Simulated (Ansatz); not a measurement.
Compare A (`C#CNCN`) with its isomer B (`C=NC(=C)N`).

Isolated molecules relaxed with PBE0-D4/def2-TZVP in Ansatz; ΔE leaves out vibrations. CCSD(T)/CBS adds triple-zeta CCSD(T) − MP2 to the extrapolated MP2 energy (def2 sets, frozen cores). Functionals use def2-TZVPP. B3LYP here is the variant with VWN-RPA as its local correlation; programs differ in this. Each species was taken in one conformer, which may not be the lowest.

A:

```xyz
11

C     0.3919   -2.0190    1.7920
C     0.0917   -0.9891    1.2460
N    -0.1775    0.1626    0.6176
C     0.0050    0.2049   -0.8439
N     0.0374    1.5253   -1.3839
H     0.6571   -2.9202    2.2886
H    -1.0288    0.6110    0.9291
H     0.9519   -0.3010   -1.0408
H    -0.7834   -0.3605   -1.3540
H    -0.8629    1.9829   -1.3433
H     0.7176    2.1032   -0.9075
```

B:

```xyz
11

C     1.856    0.041   -0.052
N     0.861   -0.513   -0.595
C    -0.426   -0.142   -0.178
C    -0.814    1.138   -0.067
N    -1.250   -1.238   -0.026
H     2.855   -0.209   -0.406
H     1.760    0.769    0.761
H    -0.137    1.938   -0.325
H    -1.835    1.394    0.187
H    -2.093   -1.081    0.500
H    -0.777   -2.097    0.202
```

**Question.** Which is lower in electronic energy at CCSD(T)/CBS, and by how much? (An estimate is asked.)

**Answer.** Computed: B, by 23.7 kcal/mol.

**Question.** Give E(B) − E(A) in kcal/mol with HF/def2-TZVPP, r2SCAN-D4, CCSD/def2-TZVPP, MP2/def2-TZVPP, B3LYP-D4, CCSD(T)/def2-TZVPP, PBE0-D4. (An estimate is asked.)

**Answer.** Computed: HF/def2-TZVPP -22.8, r2SCAN-D4 -26.7, CCSD/def2-TZVPP -23.4, MP2/def2-TZVPP -22.2, B3LYP-D4 -25.7, CCSD(T)/def2-TZVPP -24.3, PBE0-D4 -25.3. None reverses the order clearly.

Largest T1 diagnostic: 0.013.

The D4 term adds −0.9 kcal/mol with B3LYP and −0.5 kcal/mol with PBE0; it sums over pairs of atoms, weighted by their polarisabilities, and B3LYP, whose exchange is more repulsive, gets the larger term. From PBE to PBE0 (25 % exact exchange), in def2-TZVPP and without D4, E(B) − E(A) moves by +1.1 kcal/mol.
